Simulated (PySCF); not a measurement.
## Cost of excited-state runs on SMILES ClCC1CC1, C₄H₇Cl

Cartesian coordinates in Å; atom numbers follow the order of the lines, from 1:
```xyz
12

Cl    1.419   -2.238    0.803
C     1.271   -0.503    0.382
C     0.084   -0.240   -0.478
C    -0.548    1.120   -0.421
C    -1.259   -0.066    0.153
H     1.201    0.039    1.326
H     2.203   -0.230   -0.113
H     0.109   -0.726   -1.446
H    -0.131    1.844    0.269
H    -0.914    1.546   -1.346
H    -1.314   -0.150    1.232
H    -2.123   -0.454   -0.371
```

PySCF with density fitting, on 1 thread of an Intel Xeon Platinum 8488C, shared host. Command: `OMP_NUM_THREADS=1 python excited_run.py task.json out`

**Question.** How long does each of these runs take, and how much memory?
- first hyperpolarisability, CAM-B3LYP/def2-TZVPD; usual settings
- excited states, CAM-B3LYP/def2-TZVPD; Tamm-Dancoff; spin-orbit couplings; 6 states; 5 triplets; quadratic response for 4 states; IEF-PCM toluene
- excited states, CAM-B3LYP/def2-TZVPD; Tamm-Dancoff; spin-orbit couplings; 6 states; 5 triplets; quadratic response for 4 states
- excited states, CAM-B3LYP/def2-TZVPD; two-photon moments; 8 states; quadratic response for 6 states; 0 triplets

**Answer.** 
| run | level | basis functions | wall time | peak memory (GiB) |
| --- | --- | --- | --- | --- |
| first hyperpolarisability | CAM-B3LYP/def2-TZVPD | 257 | 36 s | 0.9 |
| excited states | CAM-B3LYP/def2-TZVPD | 257 | 41 s | 0.96 |
| excited states | CAM-B3LYP/def2-TZVPD | 257 | 38 s | 0.94 |
| excited states | CAM-B3LYP/def2-TZVPD | 257 | 45 s | 0.92 |

Times from a shared host are rough.
